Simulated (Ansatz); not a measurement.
# HF (singlet): the correlation ladder, 6-31G

Aim: climb from Hartree-Fock through coupled cluster and multireference methods for HF (singlet) at one geometry and basis, and see what each rung misses.

Computed with Ansatz 0.2.0, Gaussian basis. Level: 6-31G, correlated electrons: outside noble gas.

Plan: UHF; CCSD(T) on RHF; BCCD(T) on RHF; CISD; CCSDT(Q) on RHF; CISDTQ; CCSDTQ on RHF; CASSCF and MRCISD+Q, 8 electrons in 5 orbitals; CASSCF and NEVPT4(SD), 8 electrons in 5 orbitals; CASSCF and NEVPT2, 8 electrons in 5 orbitals; Full CI.

**1. What is computed**

The geometry is an MP2(full)/6-31G* stationary point (not a proven minimum).

2 atoms, charge 0, spin multiplicity 1.

Atoms are counted from 1 here; the program's logs count them from 0.

Bond lengths: F1–H2 0.934 Å.

Geometry (Å):

```xyz
2
charge 0, multiplicity 1
F     0.0000    0.0000    0.0000
H     0.0000    0.0000    0.9339
```

In the tables R marks a restricted determinant and U an unrestricted one; 'valence' is the active space of 8 electrons in 5 orbitals; correlation energies count from the lowest restricted Hartree-Fock solution.

**2. UHF**

Input file in.yaml:

```yaml
crystal:
  periodic: [false, false, false]
  atoms:
    - {symbol: F, position_ang: [0.000000, 0.000000, 0.000000]}
    - {symbol: H, position_ang: [0.000000, 0.000000, 0.933891]}
basis:
  gaussian: {orbitals: 6-31G}
magnetization: {spin_polarized: true, initial_magnetization: 0}
hamiltonian: {xc: hf}
output: {orbitals: {seedname: orbitals}}
```

On the command line:

```console
ansatz run in.yaml --threads 1 --pin off --events-out ev --progress --plain --max-ram 8192MiB --backend cpu
```

After this run come: CCSD(T) on RHF; BCCD(T) on RHF; CISD; CCSDT(Q) on RHF; CISDTQ; CCSDTQ on RHF; CASSCF and MRCISD+Q, 8 electrons in 5 orbitals; CASSCF and NEVPT4(SD), 8 electrons in 5 orbitals; CASSCF and NEVPT2, 8 electrons in 5 orbitals; Full CI.

**Question.** What will the summary of the whole plan be? Wanted: correlation energy, FCI; RMP2 from FCI; RCCSD from FCI; RCCSD(T) from FCI; RCCSDT(Q) from FCI; NEVPT2 valence from FCI; NEVPT4(SD) valence from FCI; MRCISD+Q valence from FCI; T1 diagnostic.

**Answer**, as computed:

| quantity | value |
| --- | --- |
| correlation energy, FCI | -3.6015 eV |
| RMP2 from FCI | +2.37 kcal/mol |
| RCCSD from FCI | +0.67 kcal/mol |
| RCCSD(T) from FCI | +0.27 kcal/mol |
| RCCSDT(Q) from FCI | -0.01 kcal/mol |
| NEVPT2 valence from FCI | +6.88 kcal/mol |
| NEVPT4(SD) valence from FCI | +1.61 kcal/mol |
| MRCISD+Q valence from FCI | +0.86 kcal/mol |
| levels within 1 kcal/mol (43 meV) | RCCSD, RCCSD(T), BCCD(T), RCCSDT, CISDTQ, RCCSDT(Q), RCCSDTQ, MRCISD+Q valence |
| T1 diagnostic | 0.006 |
| effectively unpaired electrons | 0.01 |

RCCSD(T) misses by +0.27 kcal/mol, 0.3 % of the correlation energy. One determinant dominates. Of the multireference levels listed MRCISD+Q valence comes nearest (+0.86 kcal/mol). These misses are within one basis and frozen core, not against nature; frozen cores of the runs differ by up to some meV.
